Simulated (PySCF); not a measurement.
**BO: from constants to spectrum**

PBE0 constants of BO, ²Σ⁺ (doublet), unpaired electrons σ ↑ (basis B def2-TZVP, O def2-TZVP; no relativity; PySCF 2.14; masses 11.0093 and 15.9949 u):

```
ωe              : 1934.3 cm⁻¹
ωexe            : 11.0 cm⁻¹
Be              : 1.7936 cm⁻¹
αe              : 0.0156 cm⁻¹
D (centrifugal) : 6.17e-06 cm⁻¹
De to B + O     : 8.46 eV
```

Task: Give the vibrational terms G(v) and spacings up to v = 6.

Result: G(v) = ωe(v+½) − ωexe(v+½)².

| v | G(v) (cm⁻¹) | G(v) − G(v−1) | Bv (cm⁻¹) |
| --- | --- | --- | --- |
| 0 | 964 |  | 1.786 |
| 1 | 2877 | 1912 | 1.770 |
| 2 | 4767 | 1890 | 1.755 |
| 3 | 6635 | 1868 | 1.739 |
| 4 | 8482 | 1846 | 1.723 |
| 5 | 10306 | 1824 | 1.708 |
| 6 | 12108 | 1802 | 1.692 |

Task: How well does the Morse estimate ωe²/(4ωexe) reproduce De, and what is D0?

Result: It gives 10.54 eV, 125 % of the computed De. D0 = De − G(0) = 8.46 − 0.12 = 8.34 eV.

The state is the lowest determinant that a PBE0 search found; another state may lie lower at other levels.
